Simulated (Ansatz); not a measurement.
**HS (doublet): wave-function methods side by side, cc-pV(Q+d)Z**

Aim: climb from Hartree-Fock through coupled cluster and multireference methods for HS (doublet) at one geometry and basis, and see what each rung misses.

Computed with Ansatz 0.2.0, Gaussian basis. Level: cc-pV(Q+d)Z, core rule «outside noble gas», up to 5 orbitals frozen.

To be run: UHF; CCSD(T) on ROHF; CCSD(T) on UHF; BCCD(T) on ROHF; CISD; CCSDT(Q) on ROHF; CCSDT(Q) on UHF; CASSCF and MRCISD+Q, 7 electrons in 5 orbitals; CASSCF and NEVPT2, 7 electrons in 5 orbitals.

9 further runs of the same task are left out: 9 set aside as unsound or not needed.

### Step 1. The system

The geometry is an MP2(full)/6-31G* stationary point (not a proven minimum).

2 atoms, charge 0, spin multiplicity 2.

Atoms are counted from 1 here; the program's logs count them from 0.

Bond lengths: S1–H2 1.344 Å.

Geometry (Å):

```xyz
2
charge 0, multiplicity 2
S     0.0000    0.0000    0.0000
H     0.0000    0.0000    1.3444
```

### Step 2. UHF

in.yaml reads:

```yaml
crystal:
  periodic: [false, false, false]
  atoms:
    - {symbol: S, position_ang: [0.000000, 0.000000, 0.000000]}
    - {symbol: H, position_ang: [0.000000, 0.000000, 1.344413]}
basis:
  gaussian: {orbitals: "cc-pV(Q+d)Z.json"}
magnetization: {spin_polarized: true, initial_magnetization: 1}
hamiltonian: {xc: hf}
output: {orbitals: {seedname: orbitals}}
```

Started as:

```bash
ansatz run in.yaml --threads 1 --pin off --events-out ev --progress --plain --max-ram 2880MiB --backend cpu
```

The runs that follow: CCSD(T) on ROHF; CCSD(T) on UHF; BCCD(T) on ROHF; CISD; CCSDT(Q) on ROHF; CCSDT(Q) on UHF; CASSCF and MRCISD+Q, 7 electrons in 5 orbitals; CASSCF and NEVPT2, 7 electrons in 5 orbitals.

**Question.** What will the summary of the whole plan be? Wanted: UCCSDT(Q) below the RHF energy; RMP2 from UCCSDT(Q); UMP2 from UCCSDT(Q); RCCSD from UCCSDT(Q); RCCSD(T) from UCCSDT(Q); UCCSD(T) from UCCSDT(Q); RCCSDT(Q) from UCCSDT(Q); NEVPT2 valence from UCCSDT(Q); MRCISD+Q valence from UCCSDT(Q).

As calculated:

| quantity | value |
| --- | --- |
| UCCSDT(Q) below the RHF energy | -5.5140 eV |
| RMP2 from UCCSDT(Q) | +80.5 kJ/mol |
| UMP2 from UCCSDT(Q) | +83.7 kJ/mol |
| RCCSD from UCCSDT(Q) | +23.2 kJ/mol |
| RCCSD(T) from UCCSDT(Q) | +3.0 kJ/mol |
| UCCSD(T) from UCCSDT(Q) | +3.0 kJ/mol |
| RCCSDT(Q) from UCCSDT(Q) | +0.1 kJ/mol |
| NEVPT2 valence from UCCSDT(Q) | +108.8 kJ/mol |
| MRCISD+Q valence from UCCSDT(Q) | +5.2 kJ/mol |
| levels within 1 kcal/mol (43 meV) | RCCSD(T), UCCSD(T), BCCD(T), RCCSDT, UCCSDT, RCCSDT(Q) |
| T1 diagnostic | 0.017 |
| effectively unpaired electrons | 1.01 |

What this shows: RCCSD(T) lands +3.0 kJ/mol from the yardstick (0.6 % of the correlation energy). One determinant dominates. Of the multireference levels listed MRCISD+Q valence comes nearest in total energy (+5.2 kJ/mol), which doesn't show that its space is the better one. These misses are within one basis, not against nature; the frozen cores of restricted and unrestricted runs differ, which can shift their rows.
